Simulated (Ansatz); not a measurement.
Relaxation of BH2O (4 atoms, charge 0, multiplicity 2), to a largest force component of 0.02 eV/Å in at most 50 steps.

Computed with UKS BLYP/STO-3G (Ansatz 0.2.0).

```xyz
4
Properties=species:S:1:pos:R:3
B -0.015 -0.035 -0.029
O 1.124 -0.348 0.723
H -1.110 -0.568 0.128
H 0.057 0.891 -0.841
```

Question: Where does it end, and by what steps?

Answer: It converged. Limits of this set-up: minimal basis. After 4 steps the energy has fallen by 0.182 eV; O2 moved furthest, 0.08 Å.

| step | energy less start (eV) | largest force component (eV/Å) | accepted |
| --- | --- | --- | --- |
| 0 | 0.0000 | 2.626 | yes |
| 1 | -0.0999 | 1.241 | yes |
| 2 | -0.1807 | 0.283 | yes |
| 3 | -0.1823 | 0.039 | yes |
| 4 | -0.1824 | 0.004 | yes |

```xyz
4
Properties=species:S:1:pos:R:3
B -0.011 -0.007 -0.022
O 1.053 -0.351 0.692
H -1.050 -0.570 0.138
H 0.063 0.868 -0.828
```

Whether the end is a true minimum wasn't checked by a vibrational analysis.

Time of the run: 6.4 s on 1 thread of Intel(R) Xeon(R) Processor @ 2.50GHz (Skylake/Cascade Lake) (shared host), peak memory 0.11 GiB.
